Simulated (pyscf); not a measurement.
Optimised with ωB97X-D3(BJ)/def2-SVP in PySCF.

Task: What is the homolytic dissociation enthalpy (298 K, ωB97M-D3(BJ)/def2-TZVP) of the H–Mo bond of F–MoH(F)(F)(F)–Cl, to [F–Mo(F)(F)(F)–Cl]• + H•?

Result: H–Mo to [F–Mo(F)(F)(F)–Cl]• + H•: 19.8 kcal/mol. The 7 functionals that were run give +16.7 (M06-2X) to +29.9 kcal/mol (PBE). The radicals are drawn with the spin at the cut bond; how far it spreads was not checked. Open-shell species with a d-block atom are single-reference here; other states, and whether the spin sits on metal or ligand, were not checked. Elements past Kr carry the def2 core potentials, without spin-orbit coupling.
